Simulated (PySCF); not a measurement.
# Name the molecule from its bond curve

A diatomic of charge +1 contains C. Its singlet curve at RHF-SCS-MP2 in a double-zeta basis (no relativity, PySCF), in eV from the separated fragments:

```csv
R (Å),E (eV)
1.330,-4.358
1.391,-5.347
1.453,-5.890
1.500,-6.081
1.546,-6.131
1.592,-6.072
1.654,-5.867
1.732,-5.472
1.824,-4.870
1.948,-3.957
```

The fit gives ωe = 1250 cm⁻¹ and the rotational constant Bₑ = 0.7935 cm⁻¹.

**Question.** Which atom is the partner?

**Answer.** The minimum lies at 1.542 Å, so the reduced mass is 16.8576 u Å² cm⁻¹/(Bₑ·Re²) = 8.935 u. With C at 12.00 u the partner weighs about 35.0 u: Cl. The molecule is CCl⁺.

Correlated steps freeze 6 core orbitals.
